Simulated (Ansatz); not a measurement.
## Worked example: correlation energy of GeBCl, triplet

Geometry: a PBE0/def2-TZVP stationary point for this spin, not checked as a minimum.

```xyz
3

Cl    0.0000    0.0000   -1.7788
B     0.0000    0.0000   -0.0866
Ge    0.0000    0.0000    1.8654
```

Basis cc-pVDZ; Ansatz 0.2.0. Only valence electrons are correlated (noble-gas cores and the filled d shells of p-block atoms frozen), which leaves 14 electrons in 39 orbitals. Prefix R: restricted or restricted open-shell reference; prefix U: unrestricted. No spin–orbit coupling is included, and no scalar relativity.

Full CI isn't at hand for all of this; UCCSDT(Q) serves as the reference, and is uncertain by about the last step of the cluster series.

Runs differ by some tens of microhartree through their thresholds and, for an open shell, their frozen cores, so steps under 0.03 kcal/mol mean nothing.

```
    level  total energy (hartree)
      UHF            -2559.498062
     UMP2            -2559.755914
    UCCSD            -2559.788012
 UCCSD(T)            -2559.798560
   UCCSDT            -2559.799999
UCCSDT(Q)            -2559.800803
```

Problem. What is the correlation energy at UCCSDT(Q), and what share of it do UMP2 and UCCSD recover?

Solution. E(corr) = -2559.800803 − (-2559.498062) = -0.302741 hartree = -8.238 eV. UMP2: -0.257852 / -0.302741 = 85.17 %. UCCSD: -0.289950 / -0.302741 = 95.77 %.

Problem. By how many kcal/mol does UCCSD(T) miss UCCSDT(Q) (1 hartree = 627.509 kcal/mol), and which steps make up the rest?

Solution. -2559.798560 − (-2559.800803) = 0.002243 hartree = 1.41 kcal/mol. Steps: UCCSDT − UCCSD(T) = -0.90, UCCSDT(Q) − UCCSDT = -0.50 kcal/mol. Differences between like states or geometries often cancel part of this.
